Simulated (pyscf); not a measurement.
Optimised with ωB97X-D3(BJ)/def2-SVP in PySCF. MP2 and CC: frozen core, UHF for open shells. ΔMP2 is the change of the MP2 total energy from the triple- to the quadruple-zeta basis.

**Question.** Estimate by transition-state theory (the high-pressure limit) the rate constant of [HN=SiH]• (SMILES N=[SiH]) + HF (SMILES F) → H₂N–SiH•–F (SMILES N[SiH]F) (doublet surface; F–H broken, H–N, F–Si formed) at 900 K, with CCSD(T)/def2-TZVPP + ΔMP2(QZVPP) energies (ideal gas, 1 atm, RRHO with modes under 100 cm⁻¹ raised to 100, one conformer, R ln 2 for rigid chiral ones; no tunnelling).

**Answer.** The electronic barrier is 6.1 kcal/mol and the thermal terms add +28.4, so ΔG‡ = 34.5 kcal/mol. With k_BT/h = 1.88e+13 s⁻¹ and RT = 1.788 kcal/mol, and a volume of 1.23e-19 cm³ per molecule at 1 atm, k = 9.6e-15 cm³ molecule⁻¹ s⁻¹. The product is born with the 80 kcal/mol of the reverse barrier and needs collisions to keep. Wigner's tunnelling factor for 591i cm⁻¹ would be 1.04. A shift of 1 kcal/mol in the barrier changes k by a factor 1.7. This is the saddle that the search found; another between the same sides may lie lower. The CCSD(T) − MP2 part came from Ansatz, without density fitting, on the same reference. An open-shell T1 diagnostic exceeds 0.045.
